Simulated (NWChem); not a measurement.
System: isobutane (C4H10); SMILES CC(C)C

NWChem input:

```
start job
memory heap 200 mb stack 900 mb global 1100 mb
geometry units angstroms noautosym nocenter noautoz
  C      0.467143     1.385255    -0.096131
  C      0.000000     0.000000     0.373368
  C      0.966094    -1.097185    -0.096131
  C     -1.433237    -0.288070    -0.096131
  H      1.478656     1.609201     0.263732
  H      0.484847     1.440395    -1.192770
  H     -0.201060     2.176262     0.265226
  H      0.000000     0.000000     1.473910
  H      1.985228    -0.914008     0.265226
  H      1.004995    -1.140087    -1.192770
  H      0.654281    -2.085154     0.263732
  H     -1.784168    -1.262254     0.265226
  H     -2.132937     0.475953     0.263732
  H     -1.489842    -0.300307    -1.192770
end
basis spherical
  * library def2-svp
end
dft
  xc b3lyp
  iterations 150
end
cosmo
  do_cosmo_smd true
  solvent cychexon
end
task dft energy
```

Excerpt of the output:

```
             Northwest Computational Chemistry Package (NWChem) 7.3.0
             --------------------------------------------------------

                             Geometry "geometry" -> ""
                             -------------------------

 Output coordinates in angstroms (scale by  1.889725989 to convert to a.u.)

  No.       Tag          Charge          X              Y              Z
 ---- ---------------- ---------- -------------- -------------- --------------
    1 C                    6.0000     0.46714300     1.38525500    -0.09613100
    2 C                    6.0000     0.00000000     0.00000000     0.37336800
    3 C                    6.0000     0.96609400    -1.09718500    -0.09613100
    4 C                    6.0000    -1.43323700    -0.28807000    -0.09613100
    5 H                    1.0000     1.47865600     1.60920100     0.26373200
    6 H                    1.0000     0.48484700     1.44039500    -1.19277000
    7 H                    1.0000    -0.20106000     2.17626200     0.26522600
    8 H                    1.0000     0.00000000     0.00000000     1.47391000
    9 H                    1.0000     1.98522800    -0.91400800     0.26522600
   10 H                    1.0000     1.00499500    -1.14008700    -1.19277000
   11 H                    1.0000     0.65428100    -2.08515400     0.26373200
   12 H                    1.0000    -1.78416800    -1.26225400     0.26522600
   13 H                    1.0000    -2.13293700     0.47595300     0.26373200
   14 H                    1.0000    -1.48984200    -0.30030700    -1.19277000

 Effective nuclear repulsion energy (a.u.)     134.0713791005

                                 NWChem DFT Module
                                 -----------------

 Summary of "ao basis" -> "ao basis" (spherical)
 ------------------------------------------------------------------------------
       Tag                 Description            Shells   Functions and Types
 ---------------- ------------------------------  ------  ---------------------
 C                          def2-svp                 6       14   3s2p1d
 H                          def2-svp                 3        5   2s1p

 in cosmo_initialize ...
 calling solv_data for solv:cychexon

[...]

                                COSMO-SMD solvation results
                                ---------------------------

             internal energy in gas <Psi(g)|H|Psi(g)> =      -158.343250580588
         internal energy in solvent <Psi(s)|H|Psi(s)> =      -158.343213171371
                               delta internal energy  =         0.000037409216 (    0.02 kcal/mol)
   total free energy in solvent <Psi(s)|H+V/2|Psi(s)> =      -158.344000718640
 polarization energy contribution <Psi(s)|V/2|Psi(s)> =        -0.000787547269 (   -0.49 kcal/mol)
    total free energy in solvent including G(SMD-CDS) =      -158.345058358839
                       G(SMD-CDS) energy contribution =        -0.001057640199 (   -0.66 kcal/mol)
     1 M fixed-concentration free energy of solvation =        -0.001807778252 (   -1.13 kcal/mol)

                       DFT Final Molecular Orbital Analysis
                       ------------------------------------

 Vector   15  Occ=2.000000D+00  E=-3.287513D-01
              MO Center=  2.1D-02,  5.9D-03,  1.1D-01, r^2= 3.1D+00
   Bfn.  Coefficient  Atom+Function         Bfn.  Coefficient  Atom+Function
  ----- ------------  ---------------      ----- ------------  ---------------
    19     -0.342569   2 C  py                5      0.312604   1 C  py
    33      0.278779   3 C  py               87     -0.182990  11 H  s
    67      0.177348   7 H  s                47      0.173701   4 C  py
    92     -0.158785  12 H  s                 8      0.149272   1 C  py
    97      0.150001  13 H  s                36      0.129595   3 C  py

 Vector   16  Occ=2.000000D+00  E=-3.287487D-01
              MO Center= -2.1D-02, -5.8D-03,  1.1D-01, r^2= 3.1D+00
   Bfn.  Coefficient  Atom+Function         Bfn.  Coefficient  Atom+Function
  ----- ------------  ---------------      ----- ------------  ---------------
    18      0.342551   2 C  px               46     -0.336317   4 C  px
    32     -0.231326   3 C  px                4     -0.197469   1 C  px
    77     -0.194066   9 H  s                57     -0.192261   5 H  s
    49     -0.163022   4 C  px               45     -0.124618   4 C  s
    78     -0.124437   9 H  s                97      0.124698  13 H  s

 Vector   17  Occ=2.000000D+00  E=-3.213829D-01
              MO Center= -8.3D-06,  1.1D-04,  1.4D-01, r^2= 3.0D+00
   Bfn.  Coefficient  Atom+Function         Bfn.  Coefficient  Atom+Function
  ----- ------------  ---------------      ----- ------------  ---------------
    72      0.341809   8 H  s                20      0.339105   2 C  pz
    73      0.204849   8 H  s                62      0.185737   6 H  s
    82      0.185701  10 H  s               102      0.185712  14 H  s
     6     -0.178781   1 C  pz               34     -0.178710   3 C  pz
    48     -0.178749   4 C  pz               63      0.135230   6 H  s

 Vector   18  Occ=0.000000D+00  E= 5.219083D-02
              MO Center= -4.2D-04,  5.9D-05,  1.5D-01, r^2= 7.6D+00
   Bfn.  Coefficient  Atom+Function         Bfn.  Coefficient  Atom+Function
  ----- ------------  ---------------      ----- ------------  ---------------
     3      1.146021   1 C  s                31      1.145626   3 C  s
    45      1.146058   4 C  s                73     -0.671451   8 H  s
    17      0.665938   2 C  s                58     -0.610379   5 H  s
    68     -0.610819   7 H  s                78     -0.610439   9 H  s
    88     -0.610469  11 H  s                93     -0.610707  12 H  s

[...]
```

Level: B3LYP/def2-SVP, SMD on the gas-phase geometry. Structure relaxed at the B3LYP/6-31G* (spherical d) level. Solvent: cyclohexanone.
